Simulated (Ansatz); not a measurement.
Nb (bcc, W type): values from a third-order Birch-Murnaghan fit to a volume scan beside measured ones. Computed values: r2SCAN (plane waves to 500 eV, PAW, scalar-relativistic; Ansatz, a quantum-chemistry and plane-wave program). Nb is run without spin polarisation. Nb was relaxed with its symmetry unable to fall.

```json
[
 {"quantity": "Lattice constant a (Å)", "reference": "3.294", "kind": "measured, corrected to the static lattice", "r2SCAN": "3.303", "difference": "+0.3 %"},
 {"quantity": "Bulk modulus B₀ (GPa)", "reference": "173.2", "kind": "measured, corrected to the static lattice", "r2SCAN": "174", "difference": "+0.3 %"}
]
```

For the lattice constant a it lies within 0.3 % of the reference. For the bulk modulus B₀ it lies within 5 % of the reference.

References as given in: Daniel Mejia-Rodriguez, S. B. Trickey, Physical Review B (2018), arXiv:1807.09216.

(A scan under strain: stresses follow from slopes of the energy per volume, elastic moduli from its curvatures.)
